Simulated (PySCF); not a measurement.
# OF: basis, grid and Hamiltonian

Aim: see how much the energy and properties of OF depend on the numerical set-up.

Computed with PySCF 2.14.0. Level: method and basis as typed in the scripts.

1 further run of the same task is left out (it didn't finish).

### 1 Where the work starts

OF: 2 atoms, charge 0, spin multiplicity 2.

Bond lengths: O1–F2 1.276 Å.

### 2 The base run

File input.py:

```python
from pyscf import gto, scf, cc

mol = gto.M(
    atom='O 0 0 0; F 0 0 1.276',
    basis='cc-pvtz',
    charge=0,
    spin=1,
    verbose=4,
)
mf = scf.UHF(mol)
mf.kernel()
mycc = cc.CCSD(mf, frozen=2)
mycc.kernel()
e = mycc.ipccsd(nroots=5)[0]
print('roots (eV) =', (e*27.211386).round(3))
mf.dip_moment()
print('orbital energies (hartree):', [e[max(0, n-3):n+3].round(4) for e, n in zip(mf.mo_energy, mol.nelec)])
```

Launch:

```sh
$ python input.py
```

Its log is not repeated here.

Base result: E(SCF) = -174.192277 Eh, 13 cycles, E(CCSD) − E(SCF) = -0.45756 Eh, ⟨S²⟩ = 0.759, μ = 0.20 D, ionisation roots 12.409, 13.070, 14.338, 18.219, 18.364 eV.

The bond length is a typed value, not an optimised one.

### 3 Cartesian functions on

Edit 1 changes Cartesian functions: off → on.

File input.py:

```python
from pyscf import gto, scf, cc

mol = gto.M(
    atom='O 0 0 0; F 0 0 1.276',
    basis='cc-pvtz',
    charge=0,
    spin=1,
    cart=True,
    verbose=4,
)
mf = scf.UHF(mol)
mf.kernel()
mycc = cc.CCSD(mf, frozen=2)
mycc.kernel()
e = mycc.ipccsd(nroots=5)[0]
print('roots (eV) =', (e*27.211386).round(3))
mf.dip_moment()
print('orbital energies (hartree):', [e[max(0, n-3):n+3].round(4) for e, n in zip(mf.mo_energy, mol.nelec)])
```

Launch:

```sh
$ python input.py
```

### 4 Cc-pvdz-dk (X2C on)

Edit 2 changes basis set: cc-pvtz → cc-pvdz-dk; spin-free X2C: off → on.

Changes to input.py since step 2:

```diff
@@ -4,3 +4,3 @@
     atom='O 0 0 0; F 0 0 1.276',
-    basis='cc-pvtz',
+    basis='cc-pvdz-dk',
     charge=0,
@@ -10,2 +10,3 @@
 mf = scf.UHF(mol)
+mf = mf.sfx2c1e()
 mf.kernel()
```

What does the calculation give? Wanted: for each run, E(SCF); from base; gap, α spin; SCF dipole; after the SCF.

The runs gave:

| run | E(SCF) (hartree) | from base (eV) | cycles | gap, α spin (eV) | SCF dipole (D) | functions | after the SCF |
| --- | --- | --- | --- | --- | --- | --- | --- |
| base | -174.192277 | 0 | 13 | 22.64 | 0.20 | 60 | CCSD correlation -12.451 eV, core frozen, first root 12.41 eV |
| Cartesian functions on | -174.193166 | -0.0242 | 13 | 22.61 | 0.18 | 70 | CCSD correlation -12.523 eV, core frozen, first root 12.43 eV |
| cc-pvdz-dk (X2C on) | -174.271597 | not comparable | 12 | 23.02 | 0.28 | 28 | CCSD correlation -9.555 eV, core frozen, first root 12.01 eV |

What this shows: Total energies from different bases, Hamiltonians or methods carry different errors, so properties are taken as differences within one set-up.
